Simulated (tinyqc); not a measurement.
MP2 on RHF in the sto-3g basis, for H2O, spin multiplicity 1, step by step (part 2 of 2). Computed by tinyqc, a small Python program that keeps every step (integrals from PySCF). Command: `OMP_NUM_THREADS=1 python tinyqc.py 22898 22899 out.jsonl` (the two numbers bound the seeds that draw the settings). One thread of a shared host (Intel(R) Xeon(R) Processor @ 2.60GHz), about 0.2 s of CPU time with the checks.

Geometry (angstrom):
```
atom         x          y         z
O     0.000000   0.000000  0.000000
H     0.000000   0.888000  0.590000
H     0.000000  -0.889000  0.590000
```

## Second-order Moller-Plesset energy

orbital energies (hartree): MO1 -20.243937, MO2 -1.212081, MO3 -0.573813, MO4 -0.419854, MO5 -0.380179, MO6 0.485955, MO7 0.645962

Hartree-Fock energy = -74.94568227 hartree

Given earlier and not repeated: Two-electron integrals over orbitals (pq|rs).

E2 = sum_ijab (ia|jb) [2 (ia|jb) - (ib|ja)] / (e_i + e_j - e_a - e_b) over occupied i, j and virtual a, b; the opposite-spin part is (ia|jb)^2 / denominator, the rest is same-spin, and SCS-MP2 scales them by 6/5 and 1/3.

Terms (the 40 largest of 68):
```
i  j  a  b    (ia|jb)    (ib|ja)  denominator       term
3  3  7  7   0.155001   0.155001    -2.439550  -0.009848
4  3  6  7  -0.090159  -0.052857    -2.125585  -0.005406
3  4  7  6  -0.090159  -0.052857    -2.125585  -0.005406
4  4  6  6   0.083269   0.083269    -1.811619  -0.003827
3  3  6  6   0.080289   0.080289    -2.119537  -0.003041
3  2  7  6  -0.072737  -0.030774    -2.917811  -0.002859
2  3  6  7  -0.072737  -0.030774    -2.917811  -0.002859
2  2  6  6   0.095260   0.095260    -3.396073  -0.002672
4  4  7  7   0.067357   0.067357    -2.131632  -0.002128
2  4  6  6   0.063677   0.063677    -2.603846  -0.001557
4  2  6  6   0.063677   0.063677    -2.603846  -0.001557
2  2  7  7   0.067369   0.067369    -3.716086  -0.001221
5  5  6  6   0.035399   0.035399    -1.732269  -0.000723
3  4  6  7  -0.052857  -0.090159    -2.125585  -0.000387
4  3  7  6  -0.052857  -0.090159    -2.125585  -0.000387
5  5  7  7   0.025596   0.025596    -2.052282  -0.000319
3  2  6  7  -0.030774  -0.072737    -2.917811   0.000118
2  3  7  6  -0.030774  -0.072737    -2.917811   0.000118
2  4  7  7  -0.017910  -0.017910    -2.923859  -0.000110
4  2  7  7  -0.017910  -0.017910    -2.923859  -0.000110
1  1  6  6   0.026816   0.026816   -41.459784  -0.000017
1  2  7  7   0.019699   0.019699   -22.747942  -0.000017
2  1  7  7   0.019699   0.019699   -22.747942  -0.000017
1  1  7  7   0.020764   0.020764   -41.779797  -0.000010
1  4  7  7  -0.011561  -0.011561   -21.955715  -0.000006
4  1  7  7  -0.011561  -0.011561   -21.955715  -0.000006
3  1  7  6   0.005788  -0.002873   -21.949667  -3.81e-06
1  3  6  7   0.005788  -0.002873   -21.949667  -3.81e-06
1  2  6  6   0.007711   0.007711   -22.427928  -2.65e-06
2  1  6  6   0.007711   0.007711   -22.427928  -2.65e-06
3  1  6  7  -0.002873   0.005788   -21.949667  -1.51e-06
1  3  7  6  -0.002873   0.005788   -21.949667  -1.51e-06
4  3  6  6  -0.000380  -0.000380    -1.965578  -7.36e-08
3  4  6  6  -0.000380  -0.000380    -1.965578  -7.36e-08
4  3  7  7   0.000263   0.000263    -2.285591  -3.02e-08
3  4  7  7   0.000263   0.000263    -2.285591  -3.02e-08
2  3  7  7   0.000276   0.000276    -3.077818  -2.47e-08
3  2  7  7   0.000276   0.000276    -3.077818  -2.47e-08
4  2  6  7  -0.000209  -0.000168    -2.763852  -1.88e-08
2  4  7  6  -0.000209  -0.000168    -2.763852  -1.88e-08
```

Pair energies (hartree; pair i-j sums ij and ji):
```
pair  opposite spin  same spin
1-1       -0.000028          0
2-1       -0.000039          0
2-2       -0.003893          0
3-1       -3.81e-06  -0.000007
3-2       -0.004276  -0.001207
3-3       -0.012890          0
4-1       -0.000012          0
4-2       -0.003334  -1.21e-09
4-3       -0.010277  -0.001309
4-4       -0.005956          0
5-5       -0.001043          0
```

MP2 correlation energy = -0.04427470 hartree

SCS-MP2 correlation energy = -0.05094295 hartree

MP2 total energy = -74.98995697 hartree
